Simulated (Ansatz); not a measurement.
in.yaml

```yaml
crystal:
  periodic: [false, false, false]
  atoms:
    - {symbol: Al, position_ang: [0.000000, 0.000000, 0.000000]}
    - {symbol: H, position_ang: [0.000000, 0.000000, 3.737000]}
basis:
  gaussian: {orbitals: cc-pVTZ-DK, point_charges: [{charge: 0.50, position_ang: [4.061, -0.674, 0.850]}]}
magnetization: {spin_polarized: true, initial_magnetization: 0}
hamiltonian: {xc: hf}
output: {orbitals: {seedname: orbitals}}
```

```sh
$ ansatz run in.yaml --threads 1 --pin off --events-out ev --progress --plain --max-ram 2393MiB
```

**Question.** Roughly how long does this take on 1 thread of Arm Neoverse V2, shared host, and how much host memory?

**Answer.** 0.66 s wall and 0.2 GiB.

```
409 factors; their error is unknown
mean field evaluation 1: about -6603.9499 eV, gradient 7.5e0 eV
mean field evaluation 2: about -6605.3842 eV, gradient 2.5e0 eV
mean field evaluation 4: about -6605.4859 eV, gradient 1.9e-1 eV
mean field evaluation 8: about -6605.7248 eV, gradient 3.5e-4 eV
mean field evaluation 16: about -6607.0270 eV, gradient 2.1e0 eV
mean field evaluation 32: about -6607.3030 eV, gradient 2.5e0 eV
mean field evaluation 64: about -6607.4743 eV, gradient 2.3e-1 eV
mean field evaluation 96: about -6602.3863 eV, gradient 6.7e0 eV
mean field evaluation 128: about -6607.5161 eV, gradient 8.7e-2 eV
mean field evaluation 160: about -6607.5130 eV, gradient 4.3e-1 eV
mean field evaluation 192: about -6605.7248 eV, gradient 4.1e-3 eV
mean field -6607.51909124 eV, -242.8218478659 hartree, gradient 6.3e-6 eV, S^2 1.017705; 4 other end points of the search recorded, 0 dependent functions left out
reference -6607.51909124 eV, -242.8218478659 hartree; 7, 7 occupied and 41, 41 virtual orbitals, 409 factors
Total energy: -6607.51909124 eV, -242.8218478659 hartree
Relativity: scalar
```
